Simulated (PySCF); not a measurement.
# C3H4O: the cost of one run

Programs: PySCF 2.14.0, with density-fitted response routines of our own. Each step states its level of theory. These are calculated values for one molecule in the gas phase, unless marked as measured. Atoms are numbered from 0 throughout.

**1. The molecule as given**

8 atoms, charge 0, multiplicity 1; geometry from: GFN2-xTB. The atoms were then displaced at random by about 0.01 Å, so the start is not that level's minimum.

Bonds of the start (Å): C0–C1 1.22, C1–C2 1.47, C2–O3 1.39, C0–H4 1.02, C2–H5 1.10, C2–H6 1.09, O3–H7 0.98.

**2. Optimising the geometry at PBE0-D3(BJ)/def2-SVP**

What the job is given:

```
{"job": {"xc": "PBE0", "basis": "def2-SVP", "d3": "d3bj", "grid": 1, "shake": 0.01, "kind": "geom"}, "charge": 0, "multiplicity": 1}
C      1.850470    -0.355050     0.782470
C      0.773240    -0.206940     0.219680
C     -0.528100    -0.037830    -0.440160
O     -1.321150     0.760020     0.376270
H      2.754300    -0.455920     1.243810
H     -0.348370     0.447740    -1.413690
H     -0.937870    -1.034930    -0.597310
H     -2.187400     0.863780    -0.068060
```

The run is started by

```console
OMP_NUM_THREADS=1 python probes_run.py task.json out
```

The driver reads the jobs from task.json and runs them one after another.

**Question.** How long does this first job take on 1 thread of Arm Neoverse N1, shared host, and how much memory does it need?

About 13 s, with a peak of 0.32 GiB.
